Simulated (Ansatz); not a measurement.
# How methods differ on BPH4 (SMILES BP)

BPH4: 6 atoms, total charge 0, spin state singlet. As SMILES, `BP`. The coordinates come from a GFN2-xTB relaxation.

```xyz
6

B     0.0027   -0.8680    0.1189
P     0.3787    0.9288    0.2596
H    -0.7775   -1.3512    0.8429
H     0.6592   -1.5409   -0.5759
H     0.5991    1.3191   -1.0437
H    -0.8623    1.5122    0.3982
```

Quantity: the energy change with the P2–H5 bond stretched from 1.378 to 1.723 Å, in eV. The values are calculated.

```csv
level,kind,program,value (eV),less FCI/STO-3G,CPU time (all runs)
HF/STO-3G (restricted),Hartree–Fock,Ansatz,1.34,+0.43,0.16 s
r2SCAN/STO-3G (restricted),meta-GGA,Ansatz,0.95,+0.04,2.7 s
BHLYP/STO-3G (restricted),global hybrid,Ansatz,1.13,+0.22,1.2 s
PBE0/STO-3G (restricted),global hybrid,Ansatz,1.01,+0.10,1.3 s
CAM-B3LYP/STO-3G (restricted),range-separated hybrid,Ansatz,1.05,+0.14,1.5 s
B2PLYP/STO-3G (restricted),double hybrid,Ansatz,1.03,+0.12,1.9 s
CCSD/STO-3G (restricted),coupled cluster or CI,Ansatz,0.92,+0.01,0.24 s
CCSDT(Q)/STO-3G (restricted),coupled cluster or CI,Ansatz,0.91,0.00,0.47 s
FCI/STO-3G,exact in the basis,Ansatz,0.91,0.00,6.1 s
```

FCI/STO-3G is exact within its basis and frozen core, so for wave-function methods in that basis the difference is their error; functionals converge differently with the basis, so for them it is only a difference. The first shape isn't each level's own minimum. The values span 0.91 to 1.34 eV. All rows use very small basis sets, so none should be taken for the real molecule's value. In so small a basis fixed costs decide the times, and correlated methods can beat functionals. CPU times are rough (shared hosts, several kinds of processor and program).
